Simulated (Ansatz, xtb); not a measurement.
System: C2H3O, charge 1, multiplicity 1. It need not be the lowest isomer of its formula. 
Structure (B3LYP-D3(BJ)/def2-TZVP (Ansatz, an electronic-structure program) minimum search):
```xyz
6

C     -0.0061    -0.0853    -1.2778
C     -0.0120     0.0004    -0.0096
H      0.0660     0.8158    -1.8866
H     -0.0965    -1.0582    -1.7606
O      0.1076     0.0716     1.2050
H     -0.7217     0.1789     1.7314
```
Charge +1, spin multiplicity 1.

Harmonic wavenumbers from GFN2-xTB (xtb, at its own minimum), cm⁻¹: 374, 404, 761, 778, 818, 1011, 1103, 1274, 2171, 2985, 3010, 3155.

Question: Give the harmonic wavenumbers at B3LYP-D3(BJ)/def2-TZVP (Ansatz, finite differences of forces, unscaled).

Answer: 384, 390, 814, 842, 899, 1127, 1184, 1347, 2121, 3093, 3174, 3486 cm⁻¹. Zero-point energy 27.0 kcal/mol.

Question: From these and the geometry, give the ideal-gas thermochemistry at 298.15 K and 1 atm (rigid rotor, harmonic oscillator).

Answer: Point group Cs, rotational symmetry number 1. Rotational constants 203.8, 9.461, 9.269 GHz. S(trans) 37.21, S(rot) 20.43, S(vib) 2.66, S(elec, spin only) 0.00, S 60.3 cal/(mol K). H(298) - H(0) 2.93 kcal/mol; G - E(el) 11.9 kcal/mol.
